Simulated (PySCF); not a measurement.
AlF₃, triplet, at a GFN2-xTB geometry of the parent state (such geometries of metal compounds can be far from the true shape) (a higher spin typed on purpose: for a closed-shell molecule this is an excited state) (in this run its highest filled SCF level lies above zero, so its values depend strongly on the basis, on diffuse functions most of all); CAMB3LYP/STO-3G (PySCF).

PySCF was given this input:
```python
from pyscf import gto, scf, dft

mol = gto.M(
    atom='''
Al    0.00000000   -0.00000000   -0.00000000
F    -0.02093275    1.63085400    0.03791596
F     1.42318261   -0.79710311   -0.02717492
F    -1.40224986   -0.83375089   -0.01074104
''',
    basis='sto-3g',
    spin=2,
    verbose=5,
)

mf = dft.UKS(mol)
mf.xc = 'camb3lyp'
mf.kernel()
```

It wrote (shortened):

```
PySCF version 2.14.0

[INPUT] verbose = 5
[INPUT] max_memory = 4000
[INPUT] num. atoms = 4
[INPUT] num. electrons = 40
[INPUT] charge = 0
[INPUT] spin (= nelec alpha-beta = 2S) = 2
[INPUT] symmetry False subgroup None
[INPUT] Mole.unit = angstrom
[INPUT] Symbol           X                Y                Z      unit          X                Y                Z       unit  Magmom
[...]
[INPUT] ---------------- BASIS SET ----------------
[INPUT] l, kappa, [nprim/nctr], expnt,             c_1 c_2 ...
[INPUT] F
[...]
                                30.360812         0.53532814
                                8.2168207         0.44463454
[...]
                                1.5022812         0.39951283
                                0.4885885         0.70011547
[...]
                                1.5022812         0.60768372
                                0.4885885         0.39195739
[INPUT] Al
[...]
                                64.01186067       0.5353281423
                                17.32410761       0.4446345422
[...]
                                4.391813233       0.3995128261
                                1.42835397        0.7001154689
[...]
                                0.3893265318      0.2255954336
                                0.1523797659      0.900398426
[...]
                                4.391813233       0.6076837186
                                1.42835397        0.3919573931
[...]
                                0.3893265318      0.5951670053
                                0.1523797659      0.462001012

nuclear repulsion = 159.358886085128
number of shells = 14
number of NR pGTOs = 72
number of NR cGTOs = 24
basis = sto-3g
ecp = {}

******** <class 'pyscf.dft.uks.UKS'> ********
method = UKS
initial guess = minao
damping factor = 0
level_shift factor = 0
DIIS = <class 'pyscf.scf.diis.CDIIS'>
diis_start_cycle = 1
diis_space = 8
diis_damp = 0
SCF conv_tol = 1e-09
SCF conv_tol_grad = None
SCF max_cycles = 50
direct_scf = True
direct_scf_tol = 1e-13
number electrons alpha = 21  beta = 19
XC library pyscf.dft.libxc version 7.1.2
    S. Lehtola, C. Steigemann, M. J. T. Oliveira, and M. A. L. Marques,  SoftwareX 7, 1–5 (2018)
XC functionals = camb3lyp
    T. Yanai, D. P. Tew, and N. C. Handy,  Chem. Phys. Lett. 393, 51 (2004)
radial grids:
    Treutler-Ahlrichs [JCP 102, 346 (1995); DOI:10.1063/1.469408] (M4) radial grids

becke partition: Becke, JCP 88, 2547 (1988); DOI:10.1063/1.454033
pruning grids: <function nwchem_prune>
grids dens level: 3
symmetrized grids: False
atomic radii adjust function: <function treutler_atomic_radii_adjust>
small_rho_cutoff = 0
Set gradient conv threshold to 3.16228e-05
atom Al rad-grids = 80, ang-grids = [ 50  50  50  50  50  50  50  50  50  50  50  50  50  50  50  50  50  50
  50  50  50  50  50  86  86  86  86  86  86  86  86  86  86  86  86  86
 350 350 350 350 350 350 350 350 350 434 434 434 434 434 434 434 434 434
 434 434 434 434 434 434 434 434 434 350 350 350 350 350 350 350 350 350
 350 350 350 350 350 350 350 350]
atom F rad-grids = 75, ang-grids = [ 50  50  50  50  50  50  50  50  50  50  50  50  50  50  50  50  50  50
  50  50  50  50  86  86  86  86  86  86  86  86  86 266 266 266 266 266
 266 302 302 302 302 302 302 302 302 302 302 302 302 302 302 302 302 302
 302 302 266 266 266 266 266 266 266 266 266 266 266 266 266 266 266 266
 266 266 266]
tot_boxes 1521, boxes in each direction [11 11  7]
Padding 2 grids
tot grids = 61968
nelec by numeric integration = [19.61033777 19.61033777]
E1 = -1058.9661897664434  E2 = 365.1366731280109  Ecoul = 414.53602308155473  Exc = -49.39934995354385
init E= -534.470630553305
cond(S) = 4.098585368761102

  alpha mo_energy =
[-5.54466866e+01 -2.48784928e+01 -2.48782999e+01 -2.48782984e+01
 -4.07296865e+00 -2.55674879e+00 -2.55674865e+00 -2.54711140e+00
 -1.50975890e+00 -1.45528343e+00 -1.45528297e+00 -7.05892670e-01
 -6.30978287e-01 -6.30976773e-01 -6.08626953e-01 -5.84084128e-01
 -5.84083618e-01 -5.78550909e-01 -5.78547395e-01 -5.73749924e-01
 -4.50869965e-02  9.47530445e-02  3.50302360e-01  3.50302608e-01]
  beta  mo_energy =
[-5.54466866e+01 -2.48784928e+01 -2.48782999e+01 -2.48782984e+01
 -4.07296865e+00 -2.55674879e+00 -2.55674865e+00 -2.54711140e+00
 -1.50975890e+00 -1.45528343e+00 -1.45528297e+00 -7.05892670e-01
 -6.30978287e-01 -6.30976773e-01 -6.08626953e-01 -5.84084128e-01
 -5.84083618e-01 -5.78550909e-01 -5.78547395e-01 -5.73749924e-01
 -4.50869965e-02  9.47530445e-02  3.50302360e-01  3.50302608e-01]
multiplicity <S^2> = 2  2S+1 = 3
nelec by numeric integration = [21.00001962 19.00001695]
E1 = -1070.9165725461667  E2 = 377.28399736924064  Ecoul = 428.024467850472  Exc = -50.74047048123137
cycle= 1 E= -534.273689091798  delta_E= 0.197  |g|= 0.279  |ddm|= 2.14

  alpha mo_energy =
[-55.57163676 -24.21783812 -24.2177424  -24.21765131  -4.10020143
  -2.58565346  -2.58405394  -2.58405274  -1.07044828  -1.0507945
  -1.05072553  -0.37312904  -0.29425403  -0.29424062  -0.26142577
  -0.22760612  -0.2275819   -0.2253441   -0.19479246  -0.19472665
   0.07960152   0.24015456   0.53124551   0.53125434]
  beta  mo_energy =
[-5.55644634e+01 -2.42081898e+01 -2.42080962e+01 -2.42080078e+01
 -4.08882392e+00 -2.57736379e+00 -2.57649085e+00 -2.57648964e+00
 -1.03178933e+00 -1.00967699e+00 -1.00961707e+00 -3.34585816e-01
 -2.53033036e-01 -2.52981202e-01 -2.41347521e-01 -1.78379293e-01
 -1.78316882e-01 -1.27862911e-01 -1.27827273e-01  9.52852577e-03
  2.84650018e-01  2.96907778e-01  5.85137692e-01  5.85150084e-01]
multiplicity <S^2> = 2.0019827  2S+1 = 3.0013215
nelec by numeric integration = [21.00001884 19.00001626]
E1 = -1070.4834515434509  E2 = 376.7887260689346  Ecoul = 427.1583805218898  Exc = -50.36965445295523
cycle= 2 E= -534.335839389388  delta_E= -0.0622  |g|= 0.139  |ddm|= 0.716

  alpha mo_energy =
[-55.37251244 -24.35166267 -24.35155912 -24.35145021  -3.95734156
  -2.44196087  -2.44196005  -2.44101755  -1.1199664   -1.10461089
[...]
  beta  mo_energy =
[-5.53734483e+01 -2.43468974e+01 -2.43465357e+01 -2.43461954e+01
 -3.94956132e+00 -2.43785879e+00 -2.43785470e+00 -2.43557210e+00
 -1.07986755e+00 -1.06226489e+00 -1.06203179e+00 -3.66877201e-01
 -2.95993244e-01 -2.95803792e-01 -2.89295382e-01 -2.40235589e-01
 -2.39986258e-01 -1.87057746e-01 -1.86912327e-01 -5.19956630e-02
  3.07391284e-01  3.22810713e-01  6.08381712e-01  6.08417882e-01]
multiplicity <S^2> = 2.0032147  2S+1 = 3.0021424
nelec by numeric integration = [21.00001908 19.00001647]
E1 = -1070.5645963023685  E2 = 376.8562582934918  Ecoul = 427.3276691068096  Exc = -50.4714108133178
cycle= 4 E= -534.349451923749  delta_E= -2.37e-05  |g|= 0.00116  |ddm|= 0.00978

  alpha mo_energy =
[-55.37815095 -24.35765084 -24.35672284 -24.35574476  -3.95804415
  -2.44252868  -2.44251871  -2.44187336  -1.12204768  -1.10716496
  -1.1064741   -0.40109712  -0.34537368  -0.34523137  -0.30843029
  -0.29308722  -0.29284816  -0.29059107  -0.25703993  -0.25634116
   0.08248489   0.28116588   0.55832509   0.55841248]
  beta  mo_energy =
[-5.53724236e+01 -2.43471041e+01 -2.43461862e+01 -2.43452186e+01
 -3.94912660e+00 -2.43745022e+00 -2.43744030e+00 -2.43509790e+00
 -1.07966440e+00 -1.06223695e+00 -1.06161243e+00 -3.66662988e-01
 -2.95852019e-01 -2.95365210e-01 -2.89102490e-01 -2.40278369e-01
 -2.39601221e-01 -1.86913669e-01 -1.86514672e-01 -5.17485870e-02
  3.07567789e-01  3.22814478e-01  6.08352704e-01  6.08439664e-01]
multiplicity <S^2> = 2.0033751  2S+1 = 3.0022492
nelec by numeric integration = [21.00001908 19.00001648]
E1 = -1070.5636999719586  E2 = 376.85536346772506  Ecoul = 427.3266070808257  Exc = -50.471243613100604
cycle= 5 E= -534.349450419106  delta_E= 1.5e-06  |g|= 0.00199  |ddm|= 0.00509

  alpha mo_energy =
[-55.37809517 -24.35677335 -24.35668515 -24.35660607  -3.95801806
  -2.44249612  -2.44249484  -2.44184798  -1.12203393  -1.10685996
  -1.10679787  -0.40109447  -0.34530446  -0.34529374  -0.30841199
  -0.29294753  -0.29292708  -0.29067536  -0.25671799  -0.25665972
   0.08247725   0.28116445   0.55837302   0.5583802 ]
  beta  mo_energy =
[-5.53723733e+01 -2.43462302e+01 -2.43461441e+01 -2.43460678e+01
 -3.94910926e+00 -2.43743009e+00 -2.43742896e+00 -2.43507644e+00
 -1.07963959e+00 -1.06194175e+00 -1.06188848e+00 -3.66643797e-01
 -2.95606653e-01 -2.95559374e-01 -2.89083376e-01 -2.39959506e-01
 -2.39904640e-01 -1.86713010e-01 -1.86681428e-01 -5.17356094e-02
  3.07569886e-01  3.22802280e-01  6.08379962e-01  6.08390354e-01]
multiplicity <S^2> = 2.0033879  2S+1 = 3.0022578
nelec by numeric integration = [21.00001908 19.00001647]
E1 = -1070.563636914148  E2 = 376.8552972045886  Ecoul = 427.3265338067596  Exc = -50.47123660217095
cycle= 6 E= -534.349453624431  delta_E= -3.21e-06  |g|= 0.00017  |ddm|= 0.00352

  alpha mo_energy =
[-55.37813842 -24.35672785 -24.35671289 -24.35667634  -3.95803994
  -2.44251686  -2.44251632  -2.44186995  -1.12205671  -1.10685934
  -1.10684524  -0.40110761  -0.34531495  -0.34531383  -0.30840918
  -0.29296529  -0.2929613   -0.29069378  -0.25671442  -0.25670427
   0.08245175   0.2811541    0.55836563   0.55836682]
  beta  mo_energy =
[-5.53724225e+01 -2.43461786e+01 -2.43461648e+01 -2.43461339e+01
 -3.94914056e+00 -2.43746170e+00 -2.43746129e+00 -2.43510270e+00
 -1.07963897e+00 -1.06191830e+00 -1.06190796e+00 -3.66636015e-01
 -2.95565918e-01 -2.95552755e-01 -2.89078957e-01 -2.39941776e-01
 -2.39933246e-01 -1.86701648e-01 -1.86697098e-01 -5.17431456e-02
  3.07545413e-01  3.22766583e-01  6.08351707e-01  6.08355786e-01]
multiplicity <S^2> = 2.0033979  2S+1 = 3.0022644
nelec by numeric integration = [21.00001908 19.00001647]
E1 = -1070.5636129662016  E2 = 376.85527322192416  Ecoul = 427.3265204424016  Exc = -50.47124722047742
cycle= 7 E= -534.34945365915  delta_E= -3.47e-08  |g|= 1.58e-05  |ddm|= 0.000416

  alpha mo_energy =
[-55.37813093 -24.3567395  -24.35671331 -24.35668109  -3.95803454
  -2.44251142  -2.44251084  -2.44186463  -1.12205901  -1.10686325
  -1.1068465   -0.40110968  -0.3453193   -0.34531713  -0.30841504
  -0.29296817  -0.29296277  -0.29069477  -0.25672075  -0.25670735
   0.08245266   0.28116183   0.55836833   0.55837001]
  beta  mo_energy =
[-5.53724157e+01 -2.43461900e+01 -2.43461644e+01 -2.43461380e+01
 -3.94913635e+00 -2.43745680e+00 -2.43745635e+00 -2.43509916e+00
 -1.07963934e+00 -1.06192016e+00 -1.06190694e+00 -3.66639776e-01
 -2.95567559e-01 -2.95552669e-01 -2.89082177e-01 -2.39943406e-01
 -2.39931354e-01 -1.86704393e-01 -1.86696874e-01 -5.17448549e-02
  3.07548684e-01  3.22769212e-01  6.08355543e-01  6.08359858e-01]
multiplicity <S^2> = 2.0033975  2S+1 = 3.0022641
nelec by numeric integration = [21.00001908 19.00001647]
E1 = -1070.563601458444  E2 = 376.85526171425437  Ecoul = 427.32650250883563  Exc = -50.471240794581256
cycle= 8 E= -534.349453659062  delta_E= 8.78e-11  |g|= 2.54e-05  |ddm|= 7.28e-05

  alpha mo_energy =
[-55.37813048 -24.35675013 -24.35671062 -24.35667161  -3.9580341
  -2.442511    -2.44251046  -2.44186408  -1.12205894  -1.10686729
  -1.10684236  -0.40110958  -0.34532029  -0.34531571  -0.30841441
  -0.29296922  -0.29296155  -0.29069452  -0.25672622  -0.25670253
   0.08245297   0.28116191   0.5583678    0.55837071]
  beta  mo_energy =
[-5.53724154e+01 -2.43462012e+01 -2.43461618e+01 -2.43461278e+01
 -3.94913604e+00 -2.43745643e+00 -2.43745600e+00 -2.43509891e+00
 -1.07963904e+00 -1.06192402e+00 -1.06190245e+00 -3.66639231e-01
 -2.95568928e-01 -2.95549929e-01 -2.89081369e-01 -2.39948066e-01
 -2.39925500e-01 -1.86706773e-01 -1.86694087e-01 -5.17447405e-02
  3.07548239e-01  3.22768547e-01  6.08355169e-01  6.08359665e-01]
multiplicity <S^2> = 2.0033973  2S+1 = 3.002264
nelec by numeric integration = [21.00001908 19.00001647]
E1 = -1070.5636034147478  E2 = 376.85526367330147  Ecoul = 427.32650542736116  Exc = -50.47124175405966
Extra cycle  E= -534.349453656318  delta_E= 2.74e-09  |g|= 6.37e-05  |ddm|= 0.000148
converged SCF energy = -534.349453656318  <S^2> = 2.0033973  2S+1 = 3.002264
```
